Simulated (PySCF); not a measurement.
# C2ClF3: geometry, coupled-cluster ionisations and excitations

Wanted: the coupled-cluster ionisations and excitations of C2ClF3 (`FC(F)=C(F)Cl`), by calculation.

Programs: PySCF 2.14.0, with density-fitted response routines of our own. Each step states its level of theory. These are calculated values for one molecule in the gas phase, unless marked as measured. Atoms are numbered from 0 throughout.

### Step 1. The molecule as given

6 atoms, charge 0, multiplicity 1; geometry from: GFN2-xTB.

Bonds of the start (Å): F0–C1 1.32, C1–F2 1.32, C1–C3 1.33, C3–F4 1.33, C3–Cl5 1.71.

### Step 2. Geometry optimisation at PBE0-D3(BJ)/def2-TZVP

Job settings and geometry (Å):

```
{"job": {"xc": "PBE0", "basis": "def2-TZVP", "d3": "d3bj", "grid": 2, "kind": "geom"}, "charge": 0, "multiplicity": 1}
F     -1.674570    -0.246120    -1.306430
C     -0.796720    -0.402490    -0.331090
F     -1.102830    -1.433480     0.435800
C      0.266720     0.374490    -0.135040
F      0.517540     1.399640    -0.950480
Cl     1.390560     0.159510     1.133800
```

**Question.** This job is followed by: EOM-CCSD/cc-pVTZ, vertical, frozen core, gas phase. What will the session give for the following? point group; rotational constants (main isotopes); correlation energy, MP2 and CCSD; T1 diagnostic; first ionisation (EOM-IP-CCSD).

The runs gave:

```
                            quantity                 value
                         point group                    Cs
rotational constants (main isotopes)  4.54, 2.28, 1.52 GHz
    correlation energy, MP2 and CCSD     -33.66, -34.11 eV
                       T1 diagnostic                0.0119
      first ionisation (EOM-IP-CCSD)              10.09 eV
```

In words: The optimisation took 4 steps and gained 0.021 eV; among the close pairs (by a distance rule), C3–Cl5 changed most, from 1.709 to 1.693 Å. MP2 recovers 99 % of the CCSD correlation energy. For the hole of the first ionisation, Koopmans' theorem lies 0.39 eV above EOM-IP-CCSD.
